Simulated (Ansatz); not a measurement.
We consider SnSe (Pnma, No. 62), described by PBE0 (plane waves, PAW; Ansatz, a first-principles code).

Numerical settings: plane-wave cutoff 460 eV, 2×6×6 k mesh (along the axes of the cell as run), Fermi–Dirac smearing 0.01 eV, scalar-relativistic PAW data made under PBE.

Cell (measured lattice):

```cif
data_Se4Sn4
_chemical_formula_sum 'Se4 Sn4'
_space_group_name_H-M_alt 'P 1'
_space_group_IT_number 1
_cell_length_a 11.37000
_cell_length_b 4.18600
_cell_length_c 4.43900
_cell_angle_alpha 90.000
_cell_angle_beta 90.000
_cell_angle_gamma 90.000
loop_
_space_group_symop_operation_xyz
  'x, y, z'
loop_
_atom_site_label
_atom_site_type_symbol
_atom_site_fract_x
_atom_site_fract_y
_atom_site_fract_z
_atom_site_occupancy
Se1 Se 0.85550 0.25000 0.48280 1
Se2 Se 0.64450 0.75000 0.98280 1
Se3 Se 0.35550 0.25000 0.01720 1
Se4 Se 0.14450 0.75000 0.51720 1
Sn1 Sn 0.11870 0.25000 0.09880 1
Sn2 Sn 0.38130 0.75000 0.59880 1
Sn3 Sn 0.61870 0.25000 0.40120 1
Sn4 Sn 0.88130 0.75000 0.90120 1
```

Question: Estimate the band gap, smallest direct gap on the k points sampled and direct gap at Γ that the calculation returns.

Answer: 
* **band gap**: 1.55 eV
* **smallest direct gap on the k points sampled**: 1.64 eV
* **direct gap at Γ**: 2.47 eV

Measured, for comparison: band gap 0.91 eV (temperature not stated, no zero-point or thermal correction, compiled measured gap; kind and temperature not stated; as tabulated in Kothakonda et al. (2022), arXiv:2208.02841).

Note: cell and atoms aren't relaxed at this level (largest force component 0.16 eV/Å, pressure 1.1 GPa).

Spin–orbit coupling is not included.

The computed numbers hold no vibrational or temperature effects.
